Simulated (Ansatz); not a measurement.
A calculation with Ansatz (development build ahead of 0.2.0).

```yaml
crystal:
  periodic: [false, false, false]
  atoms:
    - { symbol: C, position_ang: [0.04292, 0.02306, -0.19086] }
    - { symbol: H, position_ang: [-0.03596, 0.89658, 0.53698] }
    - { symbol: H, position_ang: [0.04455, -0.84642, 0.52225] }
basis:
  gaussian: { orbitals: def2-TZVP }
hamiltonian:
  xc: hf
correlation:
  method: mp2
  frozen_orbitals: { C: 1, H: 0 }
```

The input is written out in the form of the current development build from the run's settings.

The run gave:

| Quantity | Value |
| --- | --- |
| Converged | yes |
| Reference energy | -38.89146 hartree |
| Correlation energy | -0.13313 hartree |
| Total energy | -39.02459 hartree |
| Spin squared of the determinant | 0.000 |

Caution: in another basis set an unrestricted determinant lies well below; another spin multiplicity may lie lower.
